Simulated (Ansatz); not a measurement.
Species: AlCl₂, charge 0, doublet. AlCl2 (SMILES [Cl][Al][Cl], doublet).
B3LYP-D3(BJ)/def2-TZVP minimum from Ansatz (an electronic-structure program):
```xyz
3

Al    -0.0038     0.7767     0.0269
Cl     1.8221    -0.2876    -0.0212
Cl    -1.8191    -0.3063     0.0006
```
Charge 0, spin multiplicity 2.

Wanted: atomisation energy (electronic, to ground-state atoms), in kJ/mol. UHF or UKS for unpaired electrons; spin-orbit terms are left out. CBS(X,Y): correlation extrapolated as X^-3, Hartree-Fock from the larger set (Q,5: extrapolated as (X+1)exp(-9√X)). A bracket is a step between two methods taken in the basis named. Functionals run without relativity, which enters their misses. Double hybrids freeze cores in their MP2 part. '+ core + X2C': CCSD(T) terms for core correlation (cc-pwCVTZ, 1s frozen past Ne) and scalar relativity (cc-pVTZ-DK). Where a partner has so few electrons that a lower coupled-cluster level is exact, that level stands in.

CCSD(T)/CBS(cc-pV(Q+d)Z,cc-pV(5+d)Z) + [CCSDT(Q) - CCSD(T)]/cc-pV(D+d)Z + core + X2C (Ansatz) gives 812.0 kJ/mol.

How far off this value is PBE/def2-TZVPD (Ansatz), in which direction, and which of these levels come nearer: r2SCAN/def2-TZVPD, B3LYP/def2-TZVPD, PBE0/def2-TZVPD, wB97M-V/def2-TZVPD, B2PLYP/def2-TZVPD, CCSD(T)/CBS(cc-pV(Q+d)Z,cc-pV(5+d)Z) + core + X2C?

PBE gives 813.2 kJ/mol, 1.2 kJ/mol above it. Differences of the others: r2SCAN/def2-TZVPD (Ansatz) 23.5; B3LYP/def2-TZVPD (Ansatz) -39.8; PBE0/def2-TZVPD (Ansatz) -6.7; wB97M-V/def2-TZVPD (Ansatz) -5.7; B2PLYP/def2-TZVPD (Ansatz) -25.0; CCSD(T)/CBS(cc-pV(Q+d)Z,cc-pV(5+d)Z) + core + X2C (Ansatz) -1.2 kJ/mol. Nearer than PBE: none.
